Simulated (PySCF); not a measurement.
**SiHCl: map over both bonds**

Computed with PBE0 in PySCF with Si def2-TZVP, H def2-TZVP, Cl def2-TZVP; no relativity; density-fitted integrals.

Rigid scan from the singlet minimum (Si–Cl 2.077 Å, Si–H 1.529 Å; Cl–Si–H 94.7°). Coordinate: rows scale the first bond (Si–H), columns the second (Si–Cl). Energies in kJ/mol from the minimum.

```
scale \ scale  0.94  0.97  1.00  1.04  1.09  1.15
         0.94  21.9  10.3     ?  11.4  27.5     ?
         0.97  16.5   5.0   1.6   6.3  22.3  50.6
         1.00  14.8   3.3   0.0   4.8  20.9  49.2
         1.04  16.9   5.6   2.4   7.3  23.5     ?
         1.09     ?  14.0  10.9  16.0  32.4  61.0
         1.15  40.3  29.6  26.8  32.2  48.8     ?
```

(1) Fill in the five missing cells, row by row.

Answers

(1) 6.8, 55.7, 51.9, 25.0, 77.6.

Other isomers or separated fragments may lie lower.

The scan took 27 s on 2 threads of a shared Intel Xeon Platinum 8488C (Sapphire Rapids) host; the process peaked at 0.78 GiB. Launch command: `OMP_NUM_THREADS=2 python axn.py task.json out`.
